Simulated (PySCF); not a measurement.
Dissociation curve of BeH, doublet.

Level of theory: CCSD(T) on UHF/aug-cc-pVTZ (PySCF 2.14.0).

Q: Relative to R = 1.32 Å, what are the energies at R = 1.40, 1.50, 2.23, 4.06 Å?

A: 1.0 kcal/mol at 1.40 Å, 4.3 kcal/mol at 1.50 Å, 42.3 kcal/mol at 2.23 Å, 54.1 kcal/mol at 4.06 Å.

The unrestricted determinant behind UCCSD(T) is spin-contaminated at 2.03 to 5.39 Å (<S²> up to 1.0, against 0.75 for a pure doublet).
